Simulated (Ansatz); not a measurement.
Harmonic vibrations of C3HFS by finite differences.

```yaml
crystal:
  periodic: [false, false, false]
  atoms:
    - {symbol: F, position_ang: [1.971734, -0.876483, -0.925125]}
    - {symbol: C, position_ang: [0.835505, -0.196203, -0.930832]}
    - {symbol: C, position_ang: [-0.219944, -0.614115, -0.113810]}
    - {symbol: C, position_ang: [-1.010899, 0.143243, 0.610002]}
    - {symbol: S, position_ang: [0.509869, 1.049115, 0.625133]}
    - {symbol: H, position_ang: [-2.044166, 0.430342, 0.688535]}
basis:
  gaussian: {orbitals: def2-TZVP}
hamiltonian: {xc: pbe0, dispersion: d4}
phonons: {temperatures: {t_min: 298.15, t_max: 900, t_step: 200}}
```

```sh
$ ansatz run in.yaml --threads 2 --pin off --events-out ev --progress --plain --max-ram 4352MiB
```

It prints (some lines left out):

```
Functional definition: PBE0
mean field -16666.00870313 eV, -612.4645232135 hartree, gradient 2.5e-5 eV, S^2 0.000000; 0 other end points of the search recorded, 0 dependent functions left out
mean field -16666.00861412 eV, -612.4645199425 hartree, gradient 2.2e-6 eV, S^2 0.000000; 0 other end points of the search recorded, 0 dependent functions left out
mean field -16666.00859500 eV, -612.4645192398 hartree, gradient 2.2e-6 eV, S^2 0.000000; 0 other end points of the search recorded, 0 dependent functions left out
mean field -16666.00865871 eV, -612.4645215811 hartree, gradient 2.2e-6 eV, S^2 0.000000; 0 other end points of the search recorded, 0 dependent functions left out
mean field -16666.00867502 eV, -612.4645221807 hartree, gradient 2.2e-6 eV, S^2 0.000000; 0 other end points of the search recorded, 0 dependent functions left out
mean field -16666.00868694 eV, -612.4645226185 hartree, gradient 2.2e-6 eV, S^2 0.000000; 0 other end points of the search recorded, 0 dependent functions left out
mean field -16666.00869912 eV, -612.4645230662 hartree, gradient 2.2e-6 eV, S^2 0.000000; 0 other end points of the search recorded, 0 dependent functions left out
mean field -16666.00856334 eV, -612.4645180763 hartree, gradient 2.2e-6 eV, S^2 0.000000; 0 other end points of the search recorded, 0 dependent functions left out
mean field -16666.00854782 eV, -612.4645175061 hartree, gradient 2.2e-6 eV, S^2 0.000000; 0 other end points of the search recorded, 0 dependent functions left out
mean field -16666.00864753 eV, -612.4645211702 hartree, gradient 2.2e-6 eV, S^2 0.000000; 0 other end points of the search recorded, 0 dependent functions left out
mean field -16666.00864899 eV, -612.4645212240 hartree, gradient 2.2e-6 eV, S^2 0.000000; 0 other end points of the search recorded, 0 dependent functions left out
mean field -16666.00865837 eV, -612.4645215687 hartree, gradient 2.3e-6 eV, S^2 0.000000; 0 other end points of the search recorded, 0 dependent functions left out
mean field -16666.00867360 eV, -612.4645221284 hartree, gradient 2.2e-6 eV, S^2 0.000000; 0 other end points of the search recorded, 0 dependent functions left out
mean field -16666.00854366 eV, -612.4645173532 hartree, gradient 2.2e-6 eV, S^2 0.000000; 0 other end points of the search recorded, 0 dependent functions left out
mean field -16666.00855242 eV, -612.4645176752 hartree, gradient 2.2e-6 eV, S^2 0.000000; 0 other end points of the search recorded, 0 dependent functions left out
mean field -16666.00862215 eV, -612.4645202377 hartree, gradient 2.2e-6 eV, S^2 0.000000; 0 other end points of the search recorded, 0 dependent functions left out
mean field -16666.00862246 eV, -612.4645202492 hartree, gradient 2.3e-6 eV, S^2 0.000000; 0 other end points of the search recorded, 0 dependent functions left out
mean field -16666.00862448 eV, -612.4645203234 hartree, gradient 2.2e-6 eV, S^2 0.000000; 0 other end points of the search recorded, 0 dependent functions left out
mean field -16666.00862125 eV, -612.4645202046 hartree, gradient 2.3e-6 eV, S^2 0.000000; 0 other end points of the search recorded, 0 dependent functions left out
mean field -16666.00845772 eV, -612.4645141948 hartree, gradient 2.2e-6 eV, S^2 0.000000; 0 other end points of the search recorded, 0 dependent functions left out
mean field -16666.00847776 eV, -612.4645149314 hartree, gradient 2.2e-6 eV, S^2 0.000000; 0 other end points of the search recorded, 0 dependent functions left out
mean field -16666.00862740 eV, -612.4645204307 hartree, gradient 2.2e-6 eV, S^2 0.000000; 0 other end points of the search recorded, 0 dependent functions left out
mean field -16666.00863089 eV, -612.4645205589 hartree, gradient 2.2e-6 eV, S^2 0.000000; 0 other end points of the search recorded, 0 dependent functions left out
mean field -16666.00863917 eV, -612.4645208631 hartree, gradient 2.2e-6 eV, S^2 0.000000; 0 other end points of the search recorded, 0 dependent functions left out
mean field -16666.00863099 eV, -612.4645205627 hartree, gradient 2.2e-6 eV, S^2 0.000000; 0 other end points of the search recorded, 0 dependent functions left out
mean field -16666.00865816 eV, -612.4645215610 hartree, gradient 2.2e-6 eV, S^2 0.000000; 0 other end points of the search recorded, 0 dependent functions left out
mean field -16666.00864997 eV, -612.4645212599 hartree, gradient 2.2e-6 eV, S^2 0.000000; 0 other end points of the search recorded, 0 dependent functions left out
mean field -16666.00866334 eV, -612.4645217512 hartree, gradient 2.3e-6 eV, S^2 0.000000; 0 other end points of the search recorded, 0 dependent functions left out
mean field -16666.00863997 eV, -612.4645208926 hartree, gradient 2.2e-6 eV, S^2 0.000000; 0 other end points of the search recorded, 0 dependent functions left out
mean field -16666.00869336 eV, -612.4645228546 hartree, gradient 2.2e-6 eV, S^2 0.000000; 0 other end points of the search recorded, 0 dependent functions left out
mean field -16666.00868101 eV, -612.4645224007 hartree, gradient 2.2e-6 eV, S^2 0.000000; 0 other end points of the search recorded, 0 dependent functions left out
mean field -16666.00858840 eV, -612.4645189975 hartree, gradient 2.2e-6 eV, S^2 0.000000; 0 other end points of the search recorded, 0 dependent functions left out
mean field -16666.00860230 eV, -612.4645195082 hartree, gradient 2.2e-6 eV, S^2 0.000000; 0 other end points of the search recorded, 0 dependent functions left out
mean field -16666.00868511 eV, -612.4645225515 hartree, gradient 2.2e-6 eV, S^2 0.000000; 0 other end points of the search recorded, 0 dependent functions left out
mean field -16666.00868695 eV, -612.4645226188 hartree, gradient 2.2e-6 eV, S^2 0.000000; 0 other end points of the search recorded, 0 dependent functions left out
mean field -16666.00869991 eV, -612.4645230951 hartree, gradient 2.2e-6 eV, S^2 0.000000; 0 other end points of the search recorded, 0 dependent functions left out
mean field -16666.00869607 eV, -612.4645229542 hartree, gradient 2.2e-6 eV, S^2 0.000000; 0 other end points of the search recorded, 0 dependent functions left out
Total energy: -16666.12952255 eV, -612.4689632453 hartree
Atom 0 at     1.971734    -0.876483    -0.925125 Å, force    -0.001661     0.000071     0.001238 eV/Å
Atom 1 at     0.835505    -0.196203    -0.930832 Å, force     0.000745     0.000541    -0.001173 eV/Å
Atom 2 at    -0.219944    -0.614115    -0.113810 Å, force    -0.000992     0.000654     0.000662 eV/Å
Atom 3 at    -1.010899     0.143243     0.610002 Å, force     0.000338    -0.001661    -0.000545 eV/Å
Atom 4 at     0.509869     1.049115     0.625133 Å, force     0.001876     0.000973    -0.000044 eV/Å
Atom 5 at    -2.044166     0.430342     0.688535 Å, force    -0.000306    -0.000578    -0.000137 eV/Å
Dipole moment:    -0.426988     0.118152     0.254706 e Å
Vibrations: 194.31 243.74 352.54 514.84 585.42 672.08 706.71 931.59 1012.63 1266.56 1647.70 3312.50 cm⁻¹, zero-point energy 0.709227 eV
```

Run time 95 s (2 threads of an Arm Neoverse V2 on a shared host); peak host memory 0.38 GiB.
